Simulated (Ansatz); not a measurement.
**H2O+ (doublet): PBE-QIDH, RPA-PBE over a scan of the angle H2–O1–H3, cc-pVDZ**

Aim: run H2O+ (doublet) with these functionals over a scan of the angle H2–O1–H3, and hold them against the top wave-function level at the same points.

Program: Ansatz 0.2.0, Gaussian basis. Level of theory: cc-pVDZ, all electrons in the functionals, frozen cores in the correlation of double hybrids and RPA. These are calculated values, not measurements.

The runs, in order: PBE-QIDH, RPA-PBE, at 70.7°; 87.0°; 103.1°; 109.8°; 118.9°; 137.1°; 157.6°; 180.0°.

11 further runs of the same task are left out: 3 for a mislabelled method, 5 that didn't finish, 3 set aside as unsound or not needed.

### Step 1. The system

The geometry derives from a PBE0/def2-TZVP stationary point (not a proven minimum). One angle is set to the value named; bond lengths are kept.

3 atoms, charge 1, spin multiplicity 2.

Atoms are counted from 1 here; the program's logs count them from 0.

Bond lengths: O1–H2 1.004 Å, O1–H3 1.004 Å. Angles: H2–O1–H3 109.8°.

No dispersion term is added.

The geometry shown and the zero of energy belong to the point 109.8°. The yardstick, FCI, and other wave-function levels (R restricted, U unrestricted, valence and pair active spaces) come from earlier runs.

### Step 2. PBE-QIDH, 70.7°

File in.yaml:

```yaml
crystal:
  periodic: [false, false, false]
  atoms:
    - {symbol: O, position_ang: [0.000000, -0.091615, 0.000000]}
    - {symbol: H, position_ang: [0.000000, 0.727123, -0.580772]}
    - {symbol: H, position_ang: [0.000000, 0.727123, 0.580772]}
basis:
  gaussian: {orbitals: cc-pVDZ}
total_charge: 1
magnetization: {spin_polarized: true, initial_magnetization: 1}
hamiltonian: {xc: {name: PBE-QIDH}}
correlation: {electrons: outside_noble_gas}
```

Command:

```bash
> ansatz run in.yaml --threads 1 --pin off --events-out ev --progress --plain --max-ram 2393MiB
```

After this run come: PBE-QIDH, 87.0°; PBE-QIDH, 103.1°; PBE-QIDH, 109.8°; PBE-QIDH, 118.9°; PBE-QIDH, 137.1°; PBE-QIDH, 157.6°; PBE-QIDH, 180.0°; RPA-PBE, 70.7°; RPA-PBE, 87.0°; RPA-PBE, 103.1°; RPA-PBE, 109.8°; RPA-PBE, 118.9°; RPA-PBE, 137.1°; RPA-PBE, 157.6°; RPA-PBE, 180.0°.

**Question.** What will the summary of the whole plan be? Wanted: span of the FCI curve; largest miss, PBE-QIDH; largest miss, RPA-PBE.

As calculated:

```
              quantity                   value
 span of the FCI curve           24.6 kcal/mol
largest miss, PBE-QIDH  -2.1 kcal/mol (180.0°)
 largest miss, RPA-PBE  +0.6 kcal/mol (180.0°)
```

In words: Of the functionals, RPA-PBE keep the smallest largest miss at the points compared (at most 0.6 kcal/mol) and PBE-QIDH strays most (2.1 kcal/mol, at 180.0°). Functionals and the yardstick converge differently with the basis, so part of each miss in cc-pVDZ is the basis.
